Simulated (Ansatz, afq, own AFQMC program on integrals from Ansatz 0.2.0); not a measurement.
**Atomization energy of CH$_{2}$O, triplet**

```csv
atom,x (Å),y (Å),z (Å)
O,0.0000,0.0000,0.6438
C,0.0000,0.0000,-0.6606
H,0.0000,-0.9567,-1.1734
H,0.0000,0.9567,-1.1734
```

Connectivity, by distances: O–CH2.

Atoms in their ground-state spins without spin–orbit coupling (mostly on UHF) minus the molecule (UHF), without zero-point energy. The geometry is a stationary point, not shown to be a minimum.

Basis cc-pVDZ. Only valence electrons are correlated. Ansatz 0.2.0 and our own AFQMC program on the same integrals; the CISD trial comes from CCSD amplitudes, and released means the phaseless constraint is let go. Free projection: walkers drawn from exp(T), propagated without any constraint. Its projection time is finite, and what remains of the start isn't in its error. Uncertainties: one standard error, sampling alone. The errors of all members are added in quadrature.

No full CI on the walks' own integrals is used here; CCSDT(Q) serves as the reference and is uncertain by about the last step of the cluster series. Each member takes its own surest rung, up to full CI.

Errors are counted within cc-pVDZ, not against nature.

Cautions: CH₂O (triplet): another spin lies lower.

| level | atomization energy (eV) |
| --- | --- |
| CCSD | 11.588 |
| MP2 | 11.735 |

Task: From these cheaper values, estimate the atomization energy at the reference level in cc-pVDZ.

Result: 11.744 eV (CCSDT(Q) in cc-pVDZ).

| level | atomization energy (eV) | error against CCSDT(Q) (eV) |
| --- | --- | --- |
| HF | 8.817 | -2.927 |
| CCSD(T) | 11.722 | -0.021 |
| CCSDT | 11.733 | -0.011 |
| ph-AFQMC/HF | 11.922 ± 0.029 | 0.179 ± 0.029 |
| ph-AFQMC/CISD | 11.735 ± 0.004 | -0.009 ± 0.004 |
| released AFQMC | 11.745 ± 0.004 | 0.002 ± 0.004 |
| free AFQMC | 11.746 ± 0.004 | 0.002 ± 0.004 |

Correlation beyond CCSD(T) adds 0.021 eV. The perturbative (T) step is worth +0.135 eV.

Free projections are given only where their last times agree within the noise and don't stop above the reference; a slow remainder of the start can still hide under it. A walk keeps the symmetry of its determinant, which the program's search chose and which needn't be the lowest solution, so a lower state of the same spin and another symmetry isn't excluded. Released energies are given only where the last usable release times agree within the noise; a slower fall can still hide under it.
